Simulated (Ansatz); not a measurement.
This geometry of H$_{2}$NOSi (5 atoms, charge -1, multiplicity 1) is a first-order saddle point.

These are results of Ansatz, UKS B3LYP/def2-SVP, not measurements.

```xyz
5
Properties=species:S:1:pos:R:3
N 0.632 -0.666 0.473
Si -0.149 0.583 -0.455
O 0.070 2.116 -0.222
H 0.431 -1.487 -0.119
H -0.983 -0.546 0.323
```

**Question.** Which two structures does it join? (They come from a converged band through this point; their orientation in space is the band's.)

**Answer.** Bonds broken: Si2–H5. Bonds formed: N1–H5.

First end point:

```xyz
5
Properties=species:S:1:pos:R:3
N 1.057 -0.719 -0.050
Si -0.111 0.439 -0.043
O -0.037 1.985 -0.257
H 0.631 -1.637 0.130
H -1.541 -0.068 0.221
```

Last end point:

```xyz
5
Properties=species:S:1:pos:R:3
N -0.016 -0.656 0.089
Si 0.844 0.896 -0.234
O -0.243 2.043 -0.237
H 0.440 -1.566 0.146
H -1.026 -0.717 0.236
```

**Question.** How far does it lie above each of them?

**Answer.** 203.2 kJ/mol above the first and 234.6 kJ/mol above the second. This is the barrier of this one path; another mechanism may lie lower. The orbitals stay closed-shell, which can raise the energy where a bond breaks towards radicals; this wasn't checked here. Limits of this set-up: an anion without diffuse functions, the dipole of an ion depends on the origin.

Run time: 5.8 min on 1 thread of Intel(R) Xeon(R) Platinum 8259CL CPU @ 2.50GHz (Skylake/Cascade Lake), on a shared host, peak memory 0.15 GiB.
